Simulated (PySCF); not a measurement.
Gas-phase reaction: 6 HCO + O2 ⇌ 4 CO2 + C2H6

Computed with PySCF and rigid-rotor harmonic-oscillator thermochemistry at 1 bar. Table values come from the NASA 1993 polynomials. † marks an energy on the PBE0/def2-TZVP geometry and frequencies; other levels use their own. MP2 freezes the core. 6-31G* has spherical d functions here. Open shells (unrestricted): HCO (multiplicity 2), O2 (multiplicity 3); the rest are closed-shell singlets. B3LYP is the form with VWN-RPA correlation. MP2 isn't extrapolated to the basis-set limit; its ΔH°(298 K) is -1987.1 kJ in def2-SVP and -1994.5 kJ in def2-TZVPP. The harmonic model lacks anharmonicity and excited electronic states, which grow with temperature; levels with a mode under 35 cm⁻¹ are left out. Internal rotation in C2H6 is treated as a harmonic vibration of one conformer, which makes the entropy rough. The table's entry may be an old estimate for HCO (not checked at source).

```tsv
level	ΔH°(298 K), kJ	minus table	ΔG°(1400 K), kJ
table	-1909.9	-	-1248.8
B3LYP/6-31G*	-1847.1	62.8	-1185.8
B3LYP/def2-TZVP†	-1830.7	79.2	-1167.5
BLYP/def2-TZVP†	-1787.3	122.6	-1124.1
HF/def2-TZVP†	-1630.3	279.6	-967.1
M06-2X/def2-TZVP†	-1919.2	-9.3	-1256.0
MP2/def2-TZVPP†	-1994.5	-84.6	-1331.2
PBE/def2-SVP	-1907.3	2.6	-1249.3
PBE0/def2-QZVP†	-1885.8	24.1	-1222.6
LDA/def2-TZVP†	-2072.0	-162.1	-1408.8
ωB97X-V/def2-TZVP†	-1873.5	36.4	-1210.3
```
